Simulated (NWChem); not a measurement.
System: Li₂; SMILES [Li][Li]

```xyz
2

Li     0.0000     0.0000    -1.3936
Li     0.0000     0.0000     1.3936
```
Atoms are numbered in this order, from 1.

Results from NWChem. Coordinates come from a PBE0/def2-SVP optimisation. GIAO values for the isolated, static molecule; σ is the absolute isotropic shielding.

**Question.** What does the run give for PBE/pcSseg-1? Quantities: σ Li1 (ppm).

**Answer.** 
* **σ Li1 (ppm)**: 98.6
